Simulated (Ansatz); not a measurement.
Trigonal Te was calculated with PBEsol (Ansatz, a quantum-chemistry and plane-wave program, PAW).

Run with plane-wave cutoff 520 eV, 12×12×6 k mesh (along the axes of the cell as run), Fermi–Dirac smearing 0.01 eV, scalar-relativistic PAW data made under PBE.

Shape and atoms are relaxed at each volume.

Pressure at four volumes; x = ln(V/32.034 Å³). One pressure is withheld.

| V (Å³/atom) | x | P (GPa) |
|---|---|---|
| 30.753 | -0.0408 | 1.566 |
| 32.034 | 0.0000 | 0.000 |
| 32.675 | 0.0198 | -0.589 |
| 33.315 | 0.0392 | ? |

Question: Pass a parabola P(x) through the three rows shown, estimate the bulk modulus and its pressure derivative near zero pressure, and predict the withheld pressure.

Answer: Slopes between the rows: (0.000 − (1.566))/(0.0000 − (-0.0408)) = -38.38 and (-0.589 − (0.000))/(0.0198 − (0.0000)) = -29.75 GPa. Their difference over the span 0.0606 is c = 8.63/0.0606 = 142.4 GPa, so P(x) = 1.566 + (-38.38)(x − (-0.0408)) + 142.4 (x − (-0.0408))(x − (0.0000)). At the middle row B = −dP/dx = −[-38.38 + 142.4 × 0.0408] = 32.6 GPa, and B′ = dB/dP = 2c/B = 8.7. At x = 0.0392 the parabola gives -1.058 GPa; the run gives -1.090 GPa. The Birch–Murnaghan fit to the energies at all volumes has B0 = 32.6 GPa and B′ = 8.0.

Measured, for comparison: bulk modulus 19 GPa (temperature not stated, not corrected to a static lattice; as tabulated in Yi et al. (2018), arXiv:1712.00894). Computed (rounded) less measured: bulk modulus +72 % (against room or unstated temperature, where such soft solids are markedly softer).

Note: the cell comes from a level without a dispersion term, which matters for the spacing of layers, chains or molecules; the gap of the solid is closed in this run; this level leaves the solid without a gap, although one is measured; the bulk modulus comes from volumes at which shape and atoms were relaxed.

Spin–orbit coupling is not included; it can open a gap where bands touch, and shift volumes and moduli.
